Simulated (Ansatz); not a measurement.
This Ansatz (a program for electronic structure) input (PBE/cc-pV(Q+d)Z) gives -959.34286 Eh with 243 basis functions. A basis named .json is the Basis Set Exchange file of that set (core-valence sets with the plain set on hydrogen).

Ansatz 0.2 input:
```yaml
crystal:
  periodic: [false, false, false]
  atoms:
    - {symbol: C, position_ang: [0.00394345, 0.00524516, 0.76725426]}
    - {symbol: Cl, position_ang: [-0.01752138, 1.48253369, -0.22626440]}
    - {symbol: Cl, position_ang: [0.01529894, -1.48548974, -0.20614288]}
    - {symbol: H, position_ang: [-0.89039947, -0.00050138, 1.37837936]}
    - {symbol: H, position_ang: [0.90452024, 0.01928333, 1.36901878]}
basis:
  gaussian:
    orbitals: cc-pV_Q+d_Z.json
hamiltonian:
  xc: {name: PBE}
magnetization: {spin_polarized: false}
```

Change:
```diff
- orbitals: cc-pV_Q+d_Z.json
+ orbitals: jun-cc-pV_T+d_Z.json
```

Question: What does the run give now?

Answer: -959.33346 Eh (PBE/jun-cc-pV(T+d)Z, 163 functions), a change of +9.40 mEh.
